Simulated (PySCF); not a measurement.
# NH: frontier orbitals

r²SCAN at R = 1.047 Å; PySCF, no relativity, basis sets H pcseg-1, N pcseg-1. State: ³Σ⁻ (triplet), unpaired electrons π ↑↑. Only the outer orbitals are listed, counted within each symmetry.

```tsv
spin	orbital	occ.	ε (eV)	on H (%)	main shells (%)
α	2σ	1	-22.09	15	82 N s, 14 H s
α	3σ	1	-9.96	22	63 N p, 22 H s, 15 N s
α	1π	1	-8.31	1	99 N p
α	1π	1	-8.31	1	99 N p
α	4σ	0	1.61	103	101 H s
α	5σ	0	13.86	78	76 H s, 16 N p
α	2π	0	15.90	0	100 N p
β	2σ	1	-18.52	26	68 N s, 25 H s
β	3σ	1	-8.64	19	58 N p, 24 N s, 18 H s
β	1π	0	-3.13	1	99 N p
β	1π	0	-3.13	1	99 N p
β	4σ	0	2.57	97	95 H s, 9 N p
```

**Question.** Which are the highest filled and the lowest empty level, where do they sit, and how wide is the gap?

**Answer.** Highest filled α 1π at -8.31 eV (in %: 99 N p); lowest empty β 1π at -3.13 eV (in %: 99 N p); the gap at r²SCAN is 5.18 eV. Both belong to one degenerate shell, split only by its one-sided filling, so this is no excitation gap.

```json
{
  "bond order (Mayer)": "0.95",
  "⟨S²⟩": "2.007",
  "charge on H (Mulliken, basis-dependent)": "0.17",
  "charge on H (Löwdin, basis-dependent)": "0.08",
  "dipole moment (positive dipole means H(−)N(+))": "-1.65 D"
}
```

Shares are Mulliken populations and can fall outside 0 to 100 %.

The state is the lowest determinant that a PBE0 search found; another state may lie lower at other levels.
